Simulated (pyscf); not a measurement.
Single points on ωB97X-D3(BJ)/def2-SVP structures (PySCF, gas phase).

For the elementary gas-phase step H₂N–Si(SiH₃)(SiH₃)–SiH₂–OH + H₂ → H₂N–Si(SiH₃)(SiH₃)–SiH₃ + H₂O (singlet surface; O–Si, H–H broken, H–Si, H–O formed), what barrier and reaction energy does ωB97M-D3(BJ)/def2-TZVP give, measured from the separated reactants?

ΔE‡ = 48.2 kcal/mol, ΔE = +13.8 kcal/mol. Zero-point energy shifts the barrier by +2.6 kcal/mol. It is a four-centre exchange, with an imaginary mode of 1165i cm⁻¹. H₂N–Si(SiH₃)(SiH₃)–SiH₃ lies 12.7 kcal/mol over its isomer H₃Si–NH–SiH(SiH₃)–SiH₃ (electronic energy, ωB97M-D3(BJ)/def2-TZVP). One saddle was located; it need not be the lowest between these sides.
